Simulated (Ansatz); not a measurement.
Relaxation of CH7BO (10 atoms, charge 0, multiplicity 1), to a largest force component of 0.03 eV/Å in at most 50 steps.

These are results of RKS PBE0-D4/6-31G* (Ansatz 0.2.0), not measurements.

```xyz
10
Properties=species:S:1:pos:R:3:forces:R:3
B 0.020 -0.257 -0.034 -0.02 0.36 -0.10
H -0.039 -0.532 1.131 0.01 -0.28 0.15
C 1.399 -0.088 -0.750 -0.03 0.04 0.02
H 1.643 -1.065 -1.196 0.00 -0.06 0.00
H 1.360 0.614 -1.590 0.00 0.02 -0.01
H 2.237 0.171 -0.095 0.03 0.00 0.01
H -1.003 -0.275 -0.659 0.01 0.00 0.02
O -0.162 2.050 1.146 -0.01 -0.92 0.27
H 0.775 2.272 1.073 0.04 0.02 -0.01
H -0.162 1.239 1.706 -0.03 0.81 -0.35
```

Problem. Where does it end, and by what steps?

Solution. The forces met the threshold. After 12 steps the energy has fallen by 0.477 eV; H10 moved furthest, 0.68 Å. Joined: B1–O8 (2.60 → 1.73 Å).

| step | energy less start (eV) | largest force component (eV/Å) | accepted |
| --- | --- | --- | --- |
| 0 | 0.0000 | 0.917 | yes |
| 1 | -0.0037 | 2.444 | yes |
| 2 | -0.1693 | 2.378 | yes |
| 3 | -0.3664 | 2.036 | yes |
| 4 | -0.4401 | 0.766 | yes |
| 5 | -0.4353 | 0.406 | no |
| 6 | -0.4574 | 0.187 | yes |
| 7 | -0.4632 | 0.107 | yes |
| 8 | -0.4701 | 0.168 | yes |
| 9 | -0.4696 | 0.181 | no |
| 10 | -0.4756 | 0.032 | yes |
| 11 | -0.4760 | 0.136 | yes |
| 12 | -0.4774 | 0.015 | yes |

```xyz
10
Properties=species:S:1:pos:R:3
B 0.097 -0.005 0.169
H 0.171 -0.663 1.190
C 1.391 -0.001 -0.761
H 1.505 -1.000 -1.202
H 1.326 0.707 -1.598
H 2.331 0.198 -0.225
H -0.979 -0.059 -0.382
O 0.035 1.605 0.797
H 0.863 1.734 1.286
H -0.674 1.615 1.458
```

Whether the end is a true minimum wasn't checked by a vibrational analysis.

The run took 24 s on 1 thread of Arm Neoverse V2, with other jobs on the host, peak memory 0.13 GiB.
